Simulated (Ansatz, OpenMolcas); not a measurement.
## BNH4: a line through the functionals

BNH4 has 6 atoms, charge 0, and is taken as a singlet. SMILES: `BN`. The coordinates come from a PBE0-D4/def2-TZVP relaxation.

The HOMO–LUMO gap y, in eV, basis def2-TZVPP; a is the functional's share of exact exchange. Programs: Ansatz 0.2.0, OpenMolcas 26.06.

```
functional     program     a  y (eV)
      BLYP      Ansatz     0    6.56
      TPSS  OpenMolcas     0    6.85
     B3LYP      Ansatz   0.2    8.41
   r2SCAN0      Ansatz  0.25    9.37
      PBE0      Ansatz  0.25       ?
     BHLYP      Ansatz   0.5   11.10
```

Problem. Fit y = c + s·a to the known rows and predict PBE0.

Solution. 
1. Means of the 5 rows: a = 0.1900, y = 8.458.
2. Σ(Δa)² = 0.172, Σ(Δa·Δy) = 1.5394, so the slope is 1.5394/0.172 = 8.95.
3. Intercept: 8.458 − (8.95) × 0.1900 = 6.758. The largest residual of the fit is 0.37.
4. PBE0: 6.758 + (8.95) × 0.25 = 9.00 eV.

The run gave 8.92 eV, so the prediction is off by +0.08 eV, within the scatter of the fit. Exact exchange lowers occupied levels and raises empty ones.
